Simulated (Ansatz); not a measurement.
**CH4N (quartet): wave-function methods side by side at distance C1–H5 along a hydrogen transfer = 1.090 Å, cc-pVDZ**

Aim: climb from Hartree-Fock through coupled cluster and multireference methods for CH4N (quartet) at one geometry and basis, and see what each rung misses.

Computed with Ansatz 0.2.0, Gaussian basis. Level: cc-pVDZ, core rule «outside noble gas», up to 2 orbitals frozen.

Plan: UHF; CCSD(T) on ROHF; CCSD(T) on UHF; BCCD(T) on ROHF; CISD; CCSDT(Q) on ROHF; CCSDT(Q) on UHF; CASSCF and MRCISD+Q, 5 electrons in 5 orbitals; CASSCF and NEVPT2, 5 electrons in 5 orbitals.

5 further runs of the same task are left out: 3 that didn't finish, 2 set aside as unsound or not needed.

## Step 1: The geometry

The geometry derives from fragments relaxed apart (PBE0/def2-TZVP) and kept rigid, so it is no stationary point. A hydrogen atom is moved between rigid fragments.

6 atoms, charge 0, spin multiplicity 4.

Atoms are counted from 1 here; the program's logs count them from 0.

Bond lengths: C1–H2 1.090 Å, C1–H3 1.090 Å, C1–H4 1.090 Å, C1–H5 1.090 Å. Angles: H2–C1–H3 109.5°, H2–C1–H4 109.5°, H2–C1–H5 109.5°, H3–C1–H4 109.5°, H3–C1–H5 109.5°, H4–C1–H5 109.5°.

## Step 2: UHF

The input, in.yaml:

```yaml
crystal:
  periodic: [false, false, false]
  atoms:
    - {symbol: C, position_ang: [-1.257608, 0.000000, 0.000000]}
    - {symbol: H, position_ang: [-1.620814, 1.027301, 0.000000]}
    - {symbol: H, position_ang: [-1.620814, -0.513650, 0.889668]}
    - {symbol: H, position_ang: [-1.620814, -0.513650, -0.889669]}
    - {symbol: H, position_ang: [-0.167992, 0.000000, 0.000000]}
    - {symbol: N, position_ang: [1.440392, 0.000000, 0.000000]}
basis:
  gaussian: {orbitals: cc-pVDZ}
magnetization: {spin_polarized: true, initial_magnetization: 3}
hamiltonian: {xc: hf}
output: {orbitals: {seedname: orbitals}}
```

Launch:

```bash
$ ansatz run in.yaml --threads 1 --pin off --events-out ev --progress --plain --max-ram 2393MiB
```

Further steps of the session: CCSD(T) on ROHF; CCSD(T) on UHF; BCCD(T) on ROHF; CISD; CCSDT(Q) on ROHF; CCSDT(Q) on UHF; CASSCF and MRCISD+Q, 5 electrons in 5 orbitals; CASSCF and NEVPT2, 5 electrons in 5 orbitals.

Before running them: what should the planned runs give, taken together? Wanted: UCCSDT(Q) below the RHF energy; RMP2 from UCCSDT(Q); UMP2 from UCCSDT(Q); RCCSD from UCCSDT(Q); RCCSD(T) from UCCSDT(Q); UCCSD(T) from UCCSDT(Q); RCCSDT(Q) from UCCSDT(Q); NEVPT2 pair from UCCSDT(Q); MRCISD+Q pair from UCCSDT(Q).

As calculated:

```
                         quantity                                                                  value
   UCCSDT(Q) below the RHF energy                                                             -7.8190 eV
              RMP2 from UCCSDT(Q)                                                        +28.77 kcal/mol
              UMP2 from UCCSDT(Q)                                                        +28.34 kcal/mol
             RCCSD from UCCSDT(Q)                                                         +3.74 kcal/mol
          RCCSD(T) from UCCSDT(Q)                                                         +0.56 kcal/mol
          UCCSD(T) from UCCSDT(Q)                                                         +0.52 kcal/mol
         RCCSDT(Q) from UCCSDT(Q)                                                         +0.05 kcal/mol
       NEVPT2 pair from UCCSDT(Q)                                                        +29.24 kcal/mol
     MRCISD+Q pair from UCCSDT(Q)                                                         +0.74 kcal/mol
levels within 1 kcal/mol (43 meV)  RCCSD(T), UCCSD(T), BCCD(T), RCCSDT, UCCSDT, RCCSDT(Q), MRCISD+Q pair
                    T1 diagnostic                                                                  0.013
```

RCCSD(T) lands +0.56 kcal/mol from the yardstick (0.3 % of the correlation energy). Of the multireference levels listed MRCISD+Q pair comes nearest in total energy (+0.74 kcal/mol), which doesn't show that its space is the better one. These misses are within one basis, not against nature; the frozen cores of restricted and unrestricted runs differ, which can shift their rows.
